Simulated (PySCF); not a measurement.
# Li₂ at PBE0

Computed with PBE0; PySCF, no relativity, basis sets Li 3-21G.

For Li₂, the state is ³Πu (triplet), unpaired electrons σ ↑, π ↑, a second solution, started from another occupation, the bond length is 2.636 Å and the harmonic wavenumber is 342 cm⁻¹. The force constant is 0.242 mdyn/Å and the rotational constant Be is 0.6914 cm⁻¹. The anharmonicity ωexe is 2.26 cm⁻¹ and the vibration–rotation constant αe is 0.00669 cm⁻¹. The energy of the minimum from ground-state Li + Li is 0.374 eV and the bond order (Mayer) is 1.05.

3-21G is very small, so such numbers show the basis as much as the molecule.
